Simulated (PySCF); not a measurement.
**Carbon: a sound run and one with changed settings**

Sound run: C [He] 2s2 2p2, C⁺ [He] 2s2 2p1. All numbers are calculated (PySCF 2.14, no relativity, point nucleus, in def2-SVP (3s2p1d, 14 functions)). In the sound run the correlated levels freeze 1s2. The sound run starts from symmetry-adapted Hartree-Fock orbitals and uses a fine grid where one is needed.

Changed run: initial guess minao, at most 50 SCF cycles.

```
species   method  sound run (hartree)  changed run (hartree)  converged
      C      UHF            -37.64523              -37.64523        yes
      C   r2SCAN            -37.78740              -37.78740        yes
      C  CCSD(T)            -37.71541              -37.71541        yes
     C⁺      LDA            -36.99066              -36.99066        yes
     C⁺      MP2            -37.28599              -37.28599        yes
```

Here the plain start reaches the same solutions.
